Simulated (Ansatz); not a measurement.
Input for Ansatz (development build ahead of 0.2.0):

```yaml
crystal:
  periodic: [false, false, false]
  atoms:
    - { symbol: O, position_ang: [0.0, 0.0, 0.0] }
    - { symbol: H, position_ang: [0.0, 0.9084, 0.7032] }
    - { symbol: H, position_ang: [0.0, -0.9084, 0.7032] }
basis:
  gaussian: { orbitals: STO-3G }
hamiltonian:
  xc: hf
correlation:
  method: fci
  frozen_orbitals: { H: 0, O: 1 }
```

The input is written out in the form of the current development build from the run's settings.

Output:

- Converged: yes
- Reference energy: -74.92121 hartree
- Correlation energy: -0.07962 hartree
- Total energy: -75.00083 hartree
- State: lowest singlet root, of any spatial symmetry
